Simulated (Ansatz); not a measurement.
AlH$_{2}$O$_{2}$, SMILES `[OH][Al][OH]` radical. The species carries charge 0 and has multiplicity 2.

```json
{"atom": "O1", "x (Å)": "-1.494", "y (Å)": "-0.602", "z (Å)": "0.251"}
{"atom": "Al2", "x (Å)": "0.166", "y (Å)": "-0.796", "z (Å)": "-0.038"}
{"atom": "O3", "x (Å)": "1.145", "y (Å)": "0.590", "z (Å)": "-0.192"}
{"atom": "H4", "x (Å)": "-1.905", "y (Å)": "0.260", "z (Å)": "0.331"}
{"atom": "H5", "x (Å)": "2.087", "y (Å)": "0.548", "z (Å)": "-0.352"}
```

Question: Give the diagnostics of a CCSD(T)/def2-TZVPP run (frozen core, Ansatz 0.2.0). (Estimate.)

Answer: Computed: T1 = 0.0156, largest single amplitude 0.035, largest double 0.019, (T) share of the correlation energy 3.4 %, 10 CCSD cycles. ⟨S²⟩ of the UHF reference is 0.752 against 0.75 for a pure state. T1 lies under the customary mark of 0.045 for open shells.
